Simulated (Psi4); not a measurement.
# UBHLYP/6-311+G(d,p) run of CH4FSi (SMILES [CH2][SiH2]F)

What is the vertical electron affinity of CH4FSi at UBHLYP/6-311+G**? 

The results are computed with Psi4 1.11.

3 further runs of the same task are left out: 3 set aside as unsound or not needed.

### Step 1. The molecule

CH4FSi: 7 atoms, total charge 0, spin state doublet. As SMILES, `[CH2][SiH2]F`. The shape is that of a PBE0-D4/def2-TZVP optimisation. This is one conformer, not always the lowest.

Bond lengths: C1–Si2 1.828 Å, Si2–F3 1.601 Å, C1–H4 1.085 Å, C1–H5 1.086 Å, Si2–H6 1.486 Å, Si2–H7 1.486 Å. Angles: C1–Si2–F3 109.0°, C1–Si2–H6 111.6°, C1–Si2–H7 111.7°, F3–Si2–H6 107.8°, F3–Si2–H7 107.6°, Si2–C1–H4 122.6°, Si2–C1–H5 122.3°, H6–Si2–H7 109.0°, H4–C1–H5 115.1°.

### Step 2. Energy and forces at UBHLYP/6-311+G(d,p)

Input file job.in:

```
memory 1600 mb

molecule molecule1 {
  0 2
  C     -0.871900     0.281100    -0.615800
  Si     0.588600    -0.157300     0.392500
  F      0.652600    -1.749500     0.550500
  H     -1.536000    -0.466000    -1.038500
  H     -1.136000     1.310700    -0.837900
  H      0.509900     0.430600     1.755300
  H      1.854000     0.282500    -0.251700
  symmetry c1
  no_reorient
  no_com
}

set basis 6-311+G**
set reference uks
set puream true
set e_convergence 1e-09
set d_convergence 1e-08
set scf_type pk
set dft_radial_points 99
set dft_spherical_points 590
set maxiter 200

e_tot, wfn = gradient("bhhlyp", return_wfn=True)
oeprop(wfn, "DIPOLE", "MULLIKEN_CHARGES", "MAYER_INDICES")
```

On the command line:

```console
$ psi4 job.in job.out -n 1
```

job.out:

```text
[...]
  Running in c1 symmetry.
[...]
  Nuclear repulsion =  107.849747886844682
[...]
  Multiplicity = 2
[...]
  Nalpha       = 17
  Nbeta        = 16
[...]
    Number of basis functions: 98
[...]
   @UKS iter   1:  -429.65872734483793   -5.76660e-01   6.33651e-03 DIIS/ADIIS
[...]
   @UKS iter  12:  -429.83389662017220   -5.40012e-12   4.19782e-09 DIIS
[...]
   @S^2 Observed:                7.545463473E-01
[...]
    Orbital Energies [Eh]
    ---------------------
    Alpha Occupied:
       1A    -67.170991     2A    -25.289439     3A    -10.603183
       4A     -5.640869     5A     -3.907648     6A     -3.904113
       7A     -3.903927     8A     -1.346186     9A     -0.811318
      10A     -0.638947    11A     -0.544748    12A     -0.538299
      13A     -0.528086    14A     -0.497630    15A     -0.421231
      16A     -0.417465    17A     -0.311905
    Alpha Virtual:
      18A      0.019987    19A      0.025179    20A      0.038523
      21A      0.053155    22A      0.073219    23A      0.078295
      24A      0.103353    25A      0.105439    26A      0.126325
[...]
  @UKS Final Energy:  -429.83389662017220
   => Energetics <=
    Nuclear Repulsion Energy =            107.8497478868446819
    One-Electron Energy =                -808.6551200256905076
    Two-Electron Energy =                 290.7388675902611226
    DFT Exchange-Correlation Energy =     -19.7673920715875582
    Empirical Dispersion Energy =           0.0000000000000000
    VV10 Nonlocal Energy =                  0.0000000000000000
    Total Energy =                       -429.8338966201721973
[...]
  -Total Gradient:
     Atom            X                  Y                   Z
    ------   -----------------  -----------------  -----------------
       1        0.004373630201    -0.000193161461     0.002955853613
       2       -0.004186635459    -0.012743346621    -0.001852428026
       3        0.000023027414     0.007364532687    -0.000529455414
       4       -0.002804427054    -0.003527057711    -0.001753107775
       5       -0.001174139112     0.004623405817    -0.001002565310
       6       -0.000192912909     0.002469038933     0.004178209443
       7        0.003957176204     0.002025918175    -0.002002499115
[...]
 Multipole Moments:
 ------------------------------------------------------------------------------------
     Multipole            Electronic (a.u.)      Nuclear  (a.u.)        Total (a.u.)
 ------------------------------------------------------------------------------------
 L = 1.  Multiply by 2.5417464519 to convert [e a0] to [Debye]
 Dipole X            :        -16.4617047           16.2030787           -0.2586260
 Dipole Y            :         28.4835601          -27.7852101            0.6983499
 Dipole Z            :        -12.2847444           12.0600432           -0.2247012
 Magnitude           :                                                    0.7778629
[...]
  Mulliken Charges: (a.u.)
   Center  Symbol    Alpha    Beta     Spin     Total
       1     C     3.85013  2.75286  1.09727 -0.60299
       2    SI     6.51293  6.56888 -0.05595  0.91819
       3     F     4.67526  4.67905 -0.00379 -0.35431
       4     H     0.38438  0.43876 -0.05437  0.17686
       5     H     0.39207  0.44281 -0.05074  0.16512
       6     H     0.59225  0.55924  0.03301 -0.15149
       7     H     0.59297  0.55840  0.03458 -0.15137
   Total alpha = 17.00000, Total beta = 16.00000, Total charge = -0.00000
  Mayer Bond Indices:
[...]
```

It took 26 s on 1 thread of Intel Xeon 6975P-C (Granite Rapids), shared host; peak memory 0.84 GiB.

### Step 3. The singlet anion at the same level

Input file job.dat:

```
memory 1600 MB

molecule {
  -1 1
  C     -1.64765221     0.53120201    -1.16369335
  Si     1.11229280    -0.29725392     0.74171750
  F      1.23323527    -3.30607586     1.04029423
  H     -2.90261933    -0.88061237    -1.96248058
  H     -2.14672888     2.47686403    -1.58340152
  H      0.96357135     0.81371607     3.31703627
  H      3.50355224     0.53384763    -0.47564407
  units au
  symmetry c1
}

set {
  reference            rks
  puream               true
  e_convergence        1e-09
  d_convergence        1e-08
  scf_type             pk
  dft_radial_points    99
  dft_spherical_points 590
}

E, wfn = gradient("bhhlyp/6-311+G**", return_wfn=True)
oeprop(wfn, "MAYER_INDICES", "DIPOLE", "LOWDIN_CHARGES")
```

On the command line:

```console
$ psi4 -i job.dat -o job.out -n 1
```

job.out:

```text
[...]
  Running in c1 symmetry.
[...]
  Nuclear repulsion =  107.849747826140572
[...]
  Multiplicity = 1
[...]
  Nalpha       = 17
  Nbeta        = 17
[...]
    Number of basis functions: 98
[...]
   @RKS iter   1:  -429.46619876235945   -3.84133e-01   9.01184e-03 ADIIS/DIIS
[...]
   @RKS iter  12:  -429.85431959356083   -9.36211e-11   9.92998e-09 DIIS
[...]
    Orbital Energies [Eh]
    ---------------------
    Doubly Occupied:
       1A    -66.957442     2A    -25.106865     3A    -10.303791
       4A     -5.425732     5A     -3.693288     6A     -3.689209
       7A     -3.687787     8A     -1.164282     9A     -0.518940
      10A     -0.438086    11A     -0.356488    12A     -0.356207
      13A     -0.321235    14A     -0.228944    15A     -0.212989
      16A     -0.167377    17A      0.008749
[...]
  @RKS Final Energy:  -429.85431959356083
   => Energetics <=
    Nuclear Repulsion Energy =            107.8497478261405718
    One-Electron Energy =                -815.9039458737905761
    Two-Electron Energy =                 298.0861134332939173
    DFT Exchange-Correlation Energy =     -19.8862349792047013
    Empirical Dispersion Energy =           0.0000000000000000
    VV10 Nonlocal Energy =                  0.0000000000000000
    Total Energy =                       -429.8543195935608310
[...]
  -Total Gradient:
     Atom            X                  Y                   Z
    ------   -----------------  -----------------  -----------------
       1       -0.017947768865     0.007870355468    -0.013079853459
       2        0.058396103404    -0.040898937807     0.042039693570
       3       -0.010095539587     0.025494062497    -0.008312832574
       4       -0.003008571239    -0.001425017564    -0.001615211924
       5       -0.001234850988     0.002197886061    -0.001207900424
       6       -0.013350912333     0.003052116418    -0.008057453929
       7       -0.012762619790     0.003729190425    -0.009772473684
[...]
 Multipole Moments:
 ------------------------------------------------------------------------------------
     Multipole            Electronic (a.u.)      Nuclear  (a.u.)        Total (a.u.)
 ------------------------------------------------------------------------------------
 L = 1.  Multiply by 2.5417464519 to convert [e a0] to [Debye]
 Dipole X            :          2.9629006           -1.7037847            1.2591159
 Dipole Y            :         -5.2789576            4.5750282           -0.7039295
 Dipole Z            :          2.3662147           -1.4740758            0.8921388
 Magnitude           :                                                    1.6961136
[...]
```

Run time: 17 s. Hardware: 1 thread of Intel Xeon 6975P-C (Granite Rapids), shared host; peak memory 0.84 GiB.

### Step 4. Results

Level: UBHLYP/6-311+G**.

| quantity | value |
| --- | --- |
| doublet CH4FSi: total energy | -429.83390 Eh |
| doublet CH4FSi: dipole moment | 1.98 D |
| doublet CH4FSi: HOMO energy (highest over α and β) | -8.49 eV |
| doublet CH4FSi: LUMO energy (lowest over α and β) | -1.56 eV |
| doublet CH4FSi: ⟨S²⟩ | 0.755 |
| doublet CH4FSi: largest force on an atom | 0.696 eV/Å |
| singlet anion: total energy | -429.85432 Eh |
| singlet anion: HOMO energy | 0.24 eV |
| singlet anion: LUMO energy | 4.35 eV |
| singlet anion: HOMO–LUMO gap (to an unbound level, set by the basis) | 4.11 eV |
| singlet anion: largest force on an atom | 4.256 eV/Å |
| vertical electron affinity (to the singlet anion) | 0.556 eV |

What this shows: At fixed nuclei the extra electron is bound by 0.56 eV (53.6 kJ/mol). The largest force (doublet CH4FSi) is 0.70 eV/Å: the shape isn't a stationary point for this species at this level. The HOMO (singlet anion) lies at positive energy, 0.24 eV; only total energies tell whether the electron is bound.
